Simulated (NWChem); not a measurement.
## Correlation energy of CHO (+1)

```
C
O 1 1.1185
H 1 1.1190 2 180.00
```
Charge +1, spin multiplicity 1.

The numbers come from NWChem runs, not from measurements. Structure: optimised with PBE/def2-SVP, a minimum by its harmonic frequencies.

Basis set: STO-3G. Each correlation energy counts from its own Hartree-Fock reference.

The correlated methods keep 2 core orbitals frozen. The structure started from a generated list of species. Coupled-cluster values serve here as a point of comparison, not as the truth.

Q: One of these methods gave a correlation energy of -154.4 mHa. Which?
(A) CCSD
(B) MP2
(C) CCSD+T(CCSD)
(D) SCS-MP2

A: B, MP2. The others give -152.7 (SCS-MP2), -159.5 (CCSD), -166.6 (CCSD+T(CCSD)).
